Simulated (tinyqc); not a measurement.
Inside a calculation. Method: UHF in the sto-3g basis, for BH, spin multiplicity 3. This run ends on a higher stationary point, not on the lowest solution. One step of it, computed by the program tinyqc.

Task: Iteration 2: DIIS coefficients. Solve [B -1; -1 0][c; lambda] = [0; -1] for the coefficients, which sum to one.

B (overlaps of the stored error matrices):
```
                1               2
1   1.3693560e-01  -3.9110388e-02
2  -3.9110388e-02   8.0140976e-02
```

Give: DIIS coefficients.

Result:

DIIS coefficients: 0.4038  0.5962
